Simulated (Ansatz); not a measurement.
Born–Oppenheimer molecular dynamics of C2H6N (9 atoms, charge 1, multiplicity 1). It starts from a relaxed structure.

All numbers below come from RKS PBE0-D4/cc-pVDZ (Ansatz).

- ensemble: NVT, Langevin thermostat
- time step: 0.25 fs
- steps asked: 150
- set temperature: 300 K
- friction: 1 /fs
- seed: 54153

Frames 2.5 fs apart, positions in Å.

Velocities at 2.5 fs (Å/ps):

```
C 5.14 4.29 -1.41
N -2.45 1.20 -5.36
C -5.66 3.53 14.61
H 18.27 -2.80 4.66
H -10.56 -5.64 -6.51
H -0.44 11.55 2.04
H 12.44 -26.52 -0.24
H -46.76 6.90 24.28
H 6.93 -20.86 12.14
```

```xyz
9
Properties=species:S:1:pos:R:3 time_fs=2.5 energy_less_start_eV=0.083 T=410
C -0.672 0.671 -0.945
N 0.013 0.513 0.101
C 0.483 -0.755 0.636
H -1.010 -0.195 -1.539
H -0.990 1.651 -1.258
H 0.267 1.359 0.637
H 0.162 -1.597 0.016
H 1.577 -0.717 0.720
H 0.051 -0.943 1.690
9
Properties=species:S:1:pos:R:3 time_fs=5.0 energy_less_start_eV=0.187 T=239
C -0.659 0.685 -0.946
N 0.009 0.517 0.088
C 0.479 -0.752 0.645
H -0.988 -0.176 -1.498
H -1.002 1.674 -1.275
H 0.250 1.353 0.651
H 0.187 -1.611 0.025
H 1.511 -0.667 0.779
H 0.046 -0.949 1.680
9
Properties=species:S:1:pos:R:3 time_fs=7.5 energy_less_start_eV=0.273 T=346
C -0.658 0.691 -0.964
N 0.004 0.508 0.092
C 0.501 -0.759 0.643
H -0.932 -0.164 -1.460
H -0.995 1.683 -1.285
H 0.214 1.345 0.648
H 0.204 -1.577 0.047
H 1.530 -0.651 0.822
H 0.088 -0.917 1.667
9
Properties=species:S:1:pos:R:3 time_fs=10.0 energy_less_start_eV=0.246 T=239
C -0.652 0.693 -0.981
N -0.001 0.498 0.106
C 0.514 -0.766 0.643
H -0.883 -0.215 -1.497
H -0.968 1.732 -1.276
H 0.224 1.317 0.673
H 0.222 -1.576 0.037
H 1.527 -0.678 0.837
H 0.096 -0.896 1.640
9
Properties=species:S:1:pos:R:3 time_fs=12.5 energy_less_start_eV=0.205 T=311
C -0.646 0.698 -0.979
N -0.001 0.499 0.094
C 0.519 -0.764 0.655
H -0.892 -0.215 -1.538
H -0.943 1.729 -1.339
H 0.201 1.339 0.658
H 0.216 -1.602 0.026
H 1.531 -0.673 0.808
H 0.091 -0.862 1.664
9
Properties=species:S:1:pos:R:3 time_fs=15.0 energy_less_start_eV=0.149 T=218
C -0.636 0.698 -0.970
N 0.005 0.494 0.104
C 0.527 -0.763 0.648
H -0.860 -0.202 -1.564
H -0.892 1.725 -1.336
H 0.178 1.372 0.623
H 0.233 -1.622 0.011
H 1.565 -0.634 0.749
H 0.099 -0.856 1.662
9
Properties=species:S:1:pos:R:3 time_fs=17.5 energy_less_start_eV=0.164 T=318
C -0.637 0.693 -0.974
N 0.006 0.501 0.107
C 0.524 -0.757 0.637
H -0.877 -0.189 -1.568
H -0.829 1.713 -1.376
H 0.195 1.393 0.625
H 0.241 -1.619 0.049
H 1.575 -0.659 0.764
H 0.121 -0.825 1.636
9
Properties=species:S:1:pos:R:3 time_fs=20.0 energy_less_start_eV=0.210 T=348
C -0.633 0.696 -0.971
N -0.007 0.513 0.113
C 0.512 -0.766 0.640
H -0.866 -0.205 -1.542
H -0.801 1.707 -1.373
H 0.152 1.368 0.611
H 0.224 -1.602 0.010
H 1.600 -0.650 0.773
H 0.163 -0.810 1.636
9
Properties=species:S:1:pos:R:3 time_fs=22.5 energy_less_start_eV=0.124 T=355
C -0.629 0.691 -0.973
N -0.012 0.512 0.111
C 0.520 -0.767 0.653
H -0.889 -0.187 -1.554
H -0.801 1.701 -1.380
H 0.199 1.357 0.620
H 0.212 -1.570 -0.023
H 1.589 -0.654 0.725
H 0.156 -0.834 1.686
9
Properties=species:S:1:pos:R:3 time_fs=25.0 energy_less_start_eV=0.160 T=277
C -0.632 0.680 -0.973
N 0.004 0.507 0.100
C 0.525 -0.772 0.662
H -0.910 -0.160 -1.557
H -0.849 1.692 -1.377
H 0.234 1.350 0.612
H 0.223 -1.611 -0.020
H 1.567 -0.668 0.693
H 0.117 -0.871 1.693
9
Properties=species:S:1:pos:R:3 time_fs=27.5 energy_less_start_eV=0.138 T=356
C -0.623 0.680 -0.956
N 0.011 0.507 0.115
C 0.527 -0.776 0.659
H -0.898 -0.218 -1.543
H -0.850 1.698 -1.356
H 0.234 1.325 0.612
H 0.245 -1.593 0.007
H 1.596 -0.680 0.644
H 0.121 -0.895 1.673
9
Properties=species:S:1:pos:R:3 time_fs=30.0 energy_less_start_eV=0.200 T=364
C -0.615 0.679 -0.948
N -0.002 0.501 0.110
C 0.528 -0.758 0.659
H -0.854 -0.236 -1.556
H -0.831 1.649 -1.356
H 0.279 1.384 0.621
H 0.262 -1.590 0.016
H 1.612 -0.692 0.620
H 0.114 -0.865 1.650
```

Of the whole run (38 fs, mean temperature of the second half 294 K): A run of 0.037 ps of so small a system gives no equilibrium averages. The friction is so strong that the motion is overdamped, so the time scale means little. Limits of this set-up: the dipole of an ion depends on the origin.

Time of the run: 3.7 min on 1 thread of Arm Neoverse V1 (shared host), peak memory 0.23 GiB.
